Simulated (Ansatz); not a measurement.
# C6H8: small, medium and large basis sets

An exercise on one series of results from a longer session: the logs are not shown, and one member is left open.

The runs use Ansatz 0.2.0, Gaussian basis; one geometry, several basis sets.

Levels to be run: PBE0-D4/def2-SVP; ωB97M-V/def2-SVP; PBE0-D4/def2-QZVPP; ωB97M-V/def2-QZVPP; the functionals' def2-TZVPP values are taken from earlier runs.

## The relaxed structure

The geometry comes from an earlier relaxation with PBE0-D4 in a triple-zeta def2 set; it is a stationary point, not always the lowest conformer.

SMILES `C=C1C=CCC1`, 14 atoms, charge 0, spin multiplicity 1.

Atoms are counted from 1 here; the program's logs count them from 0.

Bond lengths: C1–C2 1.333 Å, C1–H7 1.084 Å, C1–H8 1.084 Å, C2–C3 1.455 Å, C2–C6 1.515 Å, C3–C4 1.335 Å, C3–H9 1.083 Å, C4–C5 1.497 Å, C4–H10 1.084 Å, C5–C6 1.541 Å, C5–H11 1.095 Å, C5–H12 1.095 Å, C6–H13 1.092 Å, C6–H14 1.092 Å. Angles: C2–C1–H7 121.7°, C2–C1–H8 121.1°, H7–C1–H8 117.2°, C1–C2–C3 126.3°, C1–C2–C6 126.7°, C3–C2–C6 106.9°, C2–C3–C4 111.4°, C2–C3–H9 123.0°, C4–C3–H9 125.5°, C3–C4–C5 112.3°, C3–C4–H10 125.0°, C5–C4–H10 122.7°, C4–C5–C6 103.9°, C4–C5–H11 111.2°, C4–C5–H12 111.3°, C6–C5–H11 112.3°, C6–C5–H12 112.3°, H11–C5–H12 106.0° and more.

Set-up of the first run:

in.yaml

```yaml
crystal:
  periodic: [false, false, false]
  atoms:
    - {symbol: C, position_ang: [-0.888211, -1.992136, -0.108014]}
    - {symbol: C, position_ang: [-0.285305, -0.807933, -0.004095]}
    - {symbol: C, position_ang: [0.998597, -0.546502, 0.628241]}
    - {symbol: C, position_ang: [1.319684, 0.747624, 0.562870]}
    - {symbol: C, position_ang: [0.272998, 1.556865, -0.138561]}
    - {symbol: C, position_ang: [-0.801575, 0.520041, -0.519083]}
    - {symbol: H, position_ang: [-1.849502, -2.100983, -0.597198]}
    - {symbol: H, position_ang: [-0.433424, -2.889375, 0.295777]}
    - {symbol: H, position_ang: [1.599592, -1.322064, 1.087547]}
    - {symbol: H, position_ang: [2.226933, 1.184231, 0.963852]}
    - {symbol: H, position_ang: [-0.121133, 2.345274, 0.511665]}
    - {symbol: H, position_ang: [0.687029, 2.067816, -1.014483]}
    - {symbol: H, position_ang: [-0.957677, 0.479448, -1.599260]}
    - {symbol: H, position_ang: [-1.767994, 0.757707, -0.069270]}
basis:
  gaussian: {orbitals: def2-SVP}
hamiltonian: {xc: pbe0, dispersion: d4}
output: {orbitals: {seedname: orbitals}}
```

On the command line:

```console
$ ansatz run in.yaml --threads 4 --pin off --events-out ev --progress --plain --max-ram 10444MiB
```

Steps of the session up to this table: PBE0-D4 in def2-SVP; ωB97M-V in def2-SVP; PBE0-D4 in def2-QZVPP; ωB97M-V in def2-QZVPP.

One of the session's tables, all rows but one given; the rest of the session is left out.

It belongs to the step «Functionals by basis». 

| functional | basis | HOMO (eV) | LUMO (eV) |
| --- | --- | --- | --- |
| PBE0-D4 | def2-SVP | -6.18 | -0.37 |
| PBE0-D4 | def2-TZVPP | -6.23 | -0.50 |
| PBE0-D4 | def2-QZVPP | -6.24 | -0.55 |
| ωB97M-V | def2-SVP | -8.27 | 1.74 |
| ωB97M-V | def2-TZVPP | -8.32 | 1.54 |
| ωB97M-V | def2-QZVPP | ? | ? |

Estimate the missing values for ωB97M-V, def2-QZVPP.

As computed: HOMO (eV): -8.33; LUMO (eV): 1.44. In the column «HOMO (eV)» it is the lowest.
